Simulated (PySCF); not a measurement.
# AlH3S (HS ... H2Al): the cost of one run

Programs: PySCF 2.14.0, with routines of our own; each step states its level. All values are computed. Atoms count from 0.

## (1) The starting structure

5 atoms, charge 0, high-spin multiplicity 3; geometry from: GFN2-xTB fragments, placed rigidly.

The system (radical pair): HS···H2Al. The radical centres are 2.54 Å apart, tilted by 45 degrees; the spin sites are atoms 0, 1 (1 unpaired) and atoms 2, 3, 4 (1 unpaired).

At this distance the two fragments lie within reach of a covalent bond, so this is one molecule with a stretched bond rather than a weakly coupled pair, and the singlet pairs its electrons.

## (2) Magnetic exchange: CASSCF and SC-NEVPT2/def2-TZVP (2,2)

What the job is given:

```
{"job": {"kind": "cas", "basis": "def2-TZVP", "active": "magnetic", "zfs": true}, "charge": 0, "high_spin_multiplicity": 3, "spin_sites": [[[0, 1], 1], [[2, 3, 4], 1]]}
S     -0.446600     0.169000    -1.464500
H     -1.777200     0.169000    -1.464500
Al     0.253400     0.169000     0.976300
H      1.456900     0.563400     0.033000
H      0.513500    -1.070600     1.919800
```

With the program's defaults for keys left out, this is: CASSCF and SC-NEVPT2/def2-TZVP spin states, gas phase.

Started as:

```console
$ OMP_NUM_THREADS=1 python exch_run.py task.json out
```

This one command runs all jobs of the session in turn.

Q: Estimate the wall time of this first job on 1 thread of Arm Neoverse V2, shared host.

About 2.1 s.
